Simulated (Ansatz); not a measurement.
Basis-set extrapolation for C$_{2}$H$_{4}$FNO (`N/C(F)=C\O`) (PBE0-D4/def2-TZVP geometry, frozen core, Ansatz). Multiplicity 1, RHF reference.

```csv
,def2-TZVPP,def2-QZVPP
HF,-306.912243,-306.926014
MP2 correlation,-1.015539,-1.095612
CCSD(T) correlation,-1.075231,not run
```

Energies in hartree. Use E(X) = E(∞) + A·exp(−7.88·√X) for Hartree–Fock and E(X) = E(∞) + B·X^(−2.97) for correlation, with X = 3 and 4, and add CCSD(T) minus MP2 of the smaller set to the MP2 limit.

Question: What is the CCSD(T) energy at the basis-set limit?

Answer: HF limit: -306.926014 + (-0.013771) × 0.13774 = -306.92791. MP2 limit: -1.095612 + (-0.080073) × 0.74074 = -1.15493. Higher-order term: -1.075231 − (-1.015539) = -0.05969. Total: -308.14253 hartree, 4.22 eV below CCSD(T)/def2-TZVPP.
